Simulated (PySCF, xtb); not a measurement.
C₂H, SMILES [C]#C (connectivity only; charge and spin as stated), charge +1, multiplicity 1.

Geometry optimised at B3LYP-D3(BJ)/def2-TZVPD. The multiplicity is an assumed one; other spin states were not compared. The isomer is the one that the SMILES or the coordinates give; other isomers of the formula were not compared.

The numbers are results of C-PCM-B3LYP/def2-TZVPD (PySCF), not measurements.

The values are the electrostatic part of the solvation free energy, E(continuum) − E(gas) at the gas-phase geometry, in a cavity of scaled van der Waals radii (PySCF's table); cavitation and dispersion terms are not included. In vacuum the orbital gap is 1.82 eV.

**Question.** Estimate the values in water (ε = 78.36), acetonitrile (ε = 35.69), ethylethanoate (ε = 5.99). (Estimate from the structure and the level; the computed values follow.)

**Answer.** 
```tsv
solvent	ε	ΔG(elec) (kcal/mol)	gap (eV)
water	78.36	-74.7	1.91
acetonitrile	35.69	-73.6	1.90
ethylethanoate	5.99	-62.9	1.89
```

For comparison, GFN2-xTB/ALPB(water) (xtb, at the GFN2-xTB geometry, all terms of that model) gives -80.0 kcal/mol.
